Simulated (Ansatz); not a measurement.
Computed with Ansatz (a first-principles code) with frozen-core CCSD(T)/cc-pVTZ // PBE0-D3(BJ)/def2-TZVP.

Ansatz 0.2 input:
```yaml
crystal:
  periodic: [false, false, false]
  atoms:
    - { symbol: Si, position_ang: [0.0, 0.0, 0.0] }
    - { symbol: H, position_ang: [-0.307545, -0.446913, 1.381918] }
    - { symbol: H, position_ang: [-0.680928, 1.292282, -0.265247] }
    - { symbol: H, position_ang: [1.466835, 0.173822, -0.148976] }
    - { symbol: H, position_ang: [-0.478361, -1.019191, -0.967696] }
basis:
  gaussian: { orbitals: cc-pVTZ }
correlation:
  method: ccsd_t
```

Output:

```
Functional definition: HF
500 factors; integrals over basis functions are off by at most 6.6e-4 eV
mean field evaluation 1: about -7924.9454 eV, gradient 1.0e1 eV
mean field evaluation 2: about -7924.9508 eV, gradient 1.0e1 eV
mean field evaluation 4: about -7925.6018 eV, gradient 3.5e-1 eV
mean field evaluation 8: about -7925.6023 eV, gradient 7.4e-5 eV
mean field evaluation 16: about -7925.6023 eV, gradient 2.6e-6 eV
mean field -7925.60230115 eV, -291.2605124011 hartree, gradient 2.6e-6 eV, S^2 0.000000; 0 other end points of the search recorded, 0 dependent functions left out
5 core orbitals not correlated
reference -7925.60230115 eV, -291.2605124011 hartree; 4, 4 occupied and 81, 81 virtual orbitals, 500 factors
second order -3.89621026 eV of doubles, -0.00000000 eV of singles
cycle   1  -4.48676182 eV  change   -5.9e-1 eV  update   5.5e-2
cycle   2  -4.70334843 eV  change   -2.2e-1 eV  update   1.9e-2
cycle   3  -4.70952545 eV  change   -6.2e-3 eV  update   4.3e-3
cycle   4  -4.70791352 eV  change    1.6e-3 eV  update   1.4e-3
cycle   5  -4.70755274 eV  change    3.6e-4 eV  update   3.8e-4
cycle   6  -4.70756830 eV  change   -1.6e-5 eV  update   6.9e-5
cycle   7  -4.70758163 eV  change   -1.3e-5 eV  update   1.5e-5
cycle   8  -4.70758222 eV  change   -6.0e-7 eV  update   3.6e-6
perturbative correction -0.10426990 eV, -0.0038318482 hartree
Total energy: -7930.41415328 eV, -291.4373447052 hartree
```

Cost: around 1.5 core-seconds (rough).
